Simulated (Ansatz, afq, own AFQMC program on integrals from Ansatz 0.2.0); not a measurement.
Two steps: Ansatz 0.2.0 writes the Fock matrix and Cholesky factors of the valence space, and afq projects on them the lowest state that overlaps trial and start.

```yaml
crystal:
  periodic: [false, false, false]
  atoms:
    - {symbol: Cl, position_ang: [0.000000, 0.000000, -1.304267]}
    - {symbol: H, position_ang: [0.000000, 0.000000, -0.025467]}
    - {symbol: N, position_ang: [0.000000, 0.000000, 1.329733]}
basis:
  gaussian: {orbitals: cc-pVTZ}
magnetization: {spin_polarized: true, initial_magnetization: 3}
correlation: {method: ccsd_t, electrons: outside_noble_gas, hamiltonian_folder: ham}
```

```sh
$ ansatz run in.yaml --threads 1 --pin off --events-out ev --progress --plain --max-ram 24576MiB --backend cuda --devices 0, --max-vram 18GiB
```

Options of the walk:

```
--method phaseless --trial hf --walkers 2600 --populations 20 --least-time 40 --time-step 0.005 --steps-per-block 20 --equilibration-blocks 112 --max-blocks 4000 --target-error 0.001050 --factor-cut 1e-05 --start spin_pure --seed 8918 --taylor-order 6
```

Times are imaginary, in 1/Eh. The walk had a cap of 96 s. With eight or more populations the least sampling time is a fifth of least-time, and the error comes from their spread.

afq prints:

```
orbitals 72  electrons 8 5  factors 453 of 461
reference energy -514.46874914 Eh
CCSD correlation -0.34619758 Eh in 12 cycles, weight of the determinant in the CISD state 0.8838
energy of the start -514.469141 Eh
 block  time / (1/Eh)  mean weight  energy / Eh
     1     0.100  1.0023  -514.570062
     2     0.200  1.0025  -514.634932
     3     0.300  1.0027  -514.680616
     4     0.400  1.0024  -514.714316
     5     0.500  1.0019  -514.738646
     7     0.700  1.0018  -514.772083
     9     0.900  1.0005  -514.784477
    11     1.100  1.0002  -514.796016
    21     2.100  1.0002  -514.821211
    31     3.100  0.9998  -514.828276
    41     4.100  1.0004  -514.831526
    51     5.100  1.0006  -514.826122
    61     6.100  0.9996  -514.829878
    71     7.100  1.0004  -514.837425
    81     8.100  0.9997  -514.830034
    91     9.100  1.0000  -514.824410
   101    10.100  0.9994  -514.826484
   111    11.100  1.0004  -514.825343
   121    12.100  1.0001  -514.828371
   131    13.100  1.0002  -514.837594
   141    14.100  0.9996  -514.825653
   151    15.100  0.9999  -514.826124
   161    16.100  1.0002  -514.827978
   171    17.100  0.9998  -514.829051
   181    18.100  1.0006  -514.829729
   191    19.100  0.9998  -514.824423
   201    20.100  0.9999  -514.824127
error from the spread of 20 populations
energy -514.828139 +/- 0.001021 Eh
(rows thinned)
```

The run passed its tests (sampling time, drift between the halves within three errors, error under three times the target), which doesn't prove that it has relaxed.

Against this walk (error 27.8 meV) on the same determinant: CCSD(T) 36.3 meV higher (within the noise), CCSDT(Q) 3.6 meV lower (within the noise), a separate phaseless walk with a CISD trial and standard settings 10.1 ± 28.0 meV higher (within the noise). The error is statistical and leaves out the bias of the constraint.

Cautions: constraint bias not in the error; lower spins were not checked.

The walk took 50 s on 1 × NVIDIA H100 80GB HBM3 with 2 threads of AMD EPYC 7R13 Processor (Zen 3), with other jobs on the host (the card was shared). The log's last line is the phaseless energy.

CCSDT and higher add their correlation energy to the determinant of the CCSD(T) run, since their own runs factorise the integrals more tightly (a shift of under 2 meV). A walk keeps the symmetry of its determinant, which the program's search chose and which needn't be the lowest solution, so a lower state of the same spin and another symmetry isn't excluded.
